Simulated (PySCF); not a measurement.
Gas-phase reaction: NH3 + 5 SiH3Cl ⇌ H2SiNH + 5 HCl + 2 Si2H5

Energies from PySCF, thermal terms from the rigid-rotor harmonic-oscillator model, ideal gas at 1 bar. † marks an energy on the PBE0/def2-TZVP geometry and frequencies. Open shells (unrestricted): Si2H5 (multiplicity 2); the rest are closed-shell singlets. H2SiNH, Si2H5: computed as isolated molecules; such fragments, hydroxides, amides, oligomers or adducts are transient or little studied in the gas.

M06-2X/def2-TZVP† gives ΔH°(298 K) = 925 kJ.

Question: What do BLYP/def2-TZVP†, LDA/def2-TZVP†, PBE0/def2-SVP† give?

Answer: BLYP/def2-TZVP†: 826 kJ; LDA/def2-TZVP†: 886 kJ; PBE0/def2-SVP†: 856 kJ. For scale, ΔH°(298 K) is 925 kJ at this level, 928 kJ at ωB97M-V/def2-TZVP†, and runs from 821 to 1002 kJ over the 20 levels computed.
